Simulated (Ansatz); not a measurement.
Species, as SMILES: FOF.
Atoms: F1, O2, F3. Bonds: F1-O2, O2-F3.

Basis-set convergence of the lowest harmonic wavenumber at PBE0 with Ansatz (a program for electronic structure). Each level at its own minimum, finite differences of forces, unscaled; the reference is a large set that could be run, not a limit. Cartesian d functions, on some or all atoms, in 6-31G**; all else is spherical. The program fits the integrals of some runs and decomposes those of others, by size. No added dispersion term, no relativity. Reference: the value in def2-QZVPP, 509 cm⁻¹, itself unsure by roughly 1 cm⁻¹ (its mean distance from cc-pVQZ, aug-pcseg-2, aug-cc-pVTZ). Deviations are taken from unrounded values.

| basis | functions | lowest harmonic wavenumber (cm⁻¹) | minus reference (cm⁻¹) |
|---|---|---|---|
| STO-3G | 15 | 499 | -9 |
| pcseg-0 | 27 | 381 | -128 |
| def2-SVP | 42 | 512 | 3 |
| pcseg-1 | 42 | 489 | -20 |
| 6-31G** | 45 | 497 | -12 |
| 6-311+G** | 66 | 503 | -5 |
| aug-cc-pVDZ | 69 | 503 | -6 |
| def2-SVPD | 69 | 516 | 7 |
| cc-pVTZ | 90 | 508 | -1 |
| pcseg-2 | 90 | 506 | -3 |
| def2-TZVPP | 93 | 508 | -1 |
| 6-311++G(3df,3pd) | 117 | 513 | 4 |
| cc-pCVTZ | 129 | 509 | 0 |
